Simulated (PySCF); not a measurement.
Bonds: B1-O4 1.339 Å, O4-C5 1.405 Å. B1 carries H2, H3; C5 carries H6, H7, H8.

Geometry: PBE0-D3(BJ)/def2-SVP; GIAO absolute shieldings from PySCF 2.14, gas phase, non-relativistic, averaged over equivalent atoms.

At wB97X-D/pcSseg-1 (76 basis functions, 4.1 s wall time on 1 thread of an x86-64 server CPU, shared host):
```
   atoms  σ (ppm)
      B1     55.9
   H2/H3    26.47
H6/H7/H8    27.36
      O4    138.1
      C5    120.5
```

Predict the values at PBE0/pcSseg-1 on the same geometry.

## Answers


```json
{"atoms": "B1", "σ at PBE0/pcSseg-1": "53.8", "change": "-2.1"}
{"atoms": "H2/H3", "σ at PBE0/pcSseg-1": "26.22", "change": "-0.25"}
{"atoms": "H6/H7/H8", "σ at PBE0/pcSseg-1": "27.21", "change": "-0.15"}
{"atoms": "O4", "σ at PBE0/pcSseg-1": "124.5", "change": "-13.6"}
{"atoms": "C5", "σ at PBE0/pcSseg-1": "120.3", "change": "-0.2"}
```

The largest change is at O4 (oxygen bonded to C, B). Cost: 76 basis functions, 5.3 s wall time on 1 thread of an x86-64 server CPU, shared host.
